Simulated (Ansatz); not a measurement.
**PH₄+ (singlet): the correlation ladder at a displaced geometry (v1), cc-pVTZ**

How much of the correlation energy of PH₄+ (singlet) does each wave-function method recover here?

Computed with Ansatz 0.2.0, Gaussian basis. Level: cc-pVTZ, core rule «outside noble gas», up to 5 orbitals frozen.

To be run: UHF; CCSD(T) on RHF; BCCD(T) on RHF; CCSDT(Q) on RHF; CASSCF and NEVPT2, 8 electrons in 8 orbitals.

10 further runs of the same task are left out: 4 that didn't finish, 6 set aside as unsound or not needed.

### Step 1. The geometry

The geometry is a PBE0/def2-TZVP stationary point (not a proven minimum) with its atoms shifted at random (size 0.040 Å).

5 atoms, charge 1, spin multiplicity 1.

Atoms are counted from 1 here; the program's logs count them from 0.

Bond lengths: P1–H2 1.384 Å, P1–H3 1.317 Å, P1–H4 1.436 Å, P1–H5 1.395 Å. Angles: H2–P1–H3 109.9°, H2–P1–H4 111.7°, H2–P1–H5 113.6°, H3–P1–H4 107.7°, H3–P1–H5 108.6°, H4–P1–H5 105.0°.

Geometry (Å):

```
P     0.0031   -0.0001    0.0047
H     0.8094    0.7940    0.8021
H    -0.7608   -0.7631    0.7598
H    -0.8589    0.7873   -0.8318
H     0.7152   -0.8147   -0.8754
```

### Step 2. UHF

in.yaml reads:

```yaml
crystal:
  periodic: [false, false, false]
  atoms:
    - {symbol: P, position_ang: [0.003092, -0.000113, 0.004732]}
    - {symbol: H, position_ang: [0.809432, 0.794028, 0.802080]}
    - {symbol: H, position_ang: [-0.760756, -0.763123, 0.759762]}
    - {symbol: H, position_ang: [-0.858877, 0.787259, -0.831836]}
    - {symbol: H, position_ang: [0.715190, -0.814703, -0.875414]}
basis:
  gaussian: {orbitals: cc-pVTZ}
total_charge: 1
magnetization: {spin_polarized: true, initial_magnetization: 0}
hamiltonian: {xc: hf}
output: {orbitals: {seedname: orbitals}}
```

Launch:

```
ansatz run in.yaml --threads 1 --pin off --events-out ev --progress --plain --max-ram 2393MiB
```

Further steps of the session: CCSD(T) on RHF; BCCD(T) on RHF; CCSDT(Q) on RHF; CASSCF and NEVPT2, 8 electrons in 8 orbitals.

Q: Predict the results of all the runs planned. Wanted: RCCSDT(Q) below the RHF energy; RMP2 from RCCSDT(Q); RCCSD from RCCSDT(Q); RCCSD(T) from RCCSDT(Q); NEVPT2 valence from RCCSDT(Q); T1 diagnostic; effectively unpaired electrons.

As calculated:

```
                         quantity                      value
   RCCSDT(Q) below the RHF energy                 -5.3067 eV
              RMP2 from RCCSDT(Q)                 +955.3 meV
             RCCSD from RCCSDT(Q)                 +157.7 meV
          RCCSD(T) from RCCSDT(Q)                  +24.0 meV
    NEVPT2 valence from RCCSDT(Q)                +1057.7 meV
levels within 1 kcal/mol (43 meV)  RCCSD(T), BCCD(T), RCCSDT
                    T1 diagnostic                      0.011
   effectively unpaired electrons                       0.01
```

In words: RCCSD(T) lands +24.0 meV from the yardstick (0.5 % of the correlation energy). One determinant dominates. These misses are within one basis, not against nature.
